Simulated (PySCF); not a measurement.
Acetylene, C₂H₂, SMILES C#C, point group D∞h.

Level: PBE0/pcSseg-2 in PySCF (density fitting, grid level 2); geometry and Hessian at that level, cubic constants and property derivatives from steps of ±0.6 along each species' dimensionless normal coordinates, second-order vibrational perturbation theory. The parent has the commonest isotopes.

Equilibrium geometry (Å):

```csv
atom,x,y,z
C1,0.5811,0.0005,0.5560
C2,-0.5606,0.0091,0.1983
H3,1.5963,-0.0071,0.8742
H4,-1.5758,0.0167,-0.1199
```

Species: ¹³C at 1. Output of the displacement run:

```
mode    cm-1    km/mol   phi_rrr   E(+)/cm-1  E(-)/cm-1
  1    673.62     0.05       0.4     125.37     125.58
  2    673.74     0.05       0.2     125.43     125.47
  3    774.48   105.95       0.0     143.38     143.38
  4    774.60   105.95       0.0     143.35     143.35
  5   2047.98     0.00     510.8     387.61     350.84
  6   3418.89    91.35    -358.8     605.33     631.08
  7   3513.40     0.74   -1281.3     588.91     680.99
```

For the shielding of H3 (σe = 30.29 ppm):

```json
{"mode": "1", "ω (cm⁻¹)": "674", "Σr φrrs (cm⁻¹)": "3", "∂σ/∂q": "0.000", "∂²σ/∂q²": "-0.819"}
{"mode": "2", "ω (cm⁻¹)": "674", "Σr φrrs (cm⁻¹)": "0", "∂σ/∂q": "0.000", "∂²σ/∂q²": "-0.818"}
{"mode": "3", "ω (cm⁻¹)": "774", "Σr φrrs (cm⁻¹)": "0", "∂σ/∂q": "0.000", "∂²σ/∂q²": "-1.132"}
{"mode": "4", "ω (cm⁻¹)": "775", "Σr φrrs (cm⁻¹)": "0", "∂σ/∂q": "0.000", "∂²σ/∂q²": "-1.131"}
{"mode": "5", "ω (cm⁻¹)": "2048", "Σr φrrs (cm⁻¹)": "654", "∂σ/∂q": "0.736", "∂²σ/∂q²": "0.023"}
{"mode": "6", "ω (cm⁻¹)": "3419", "Σr φrrs (cm⁻¹)": "83", "∂σ/∂q": "-2.545", "∂²σ/∂q²": "0.445"}
{"mode": "7", "ω (cm⁻¹)": "3513", "Σr φrrs (cm⁻¹)": "1008", "∂σ/∂q": "-2.011", "∂²σ/∂q²": "0.284"}
```

Problem. Work out the zero-point average of this shielding.

Solution. With ⟨qs⟩ = −Σr φrrs/(4ωs) and ⟨qs²⟩ = 1/2: the mean displacements are -0.001, 0.000, 0.000, 0.000, -0.080, -0.006, -0.072. The anharmonic term Σ (∂σ/∂q)⟨q⟩ is 0.10 ppm, the harmonic term ¼ Σ ∂²σ/∂q² is -0.79 ppm, so ⟨σ⟩ = 29.61 ppm.
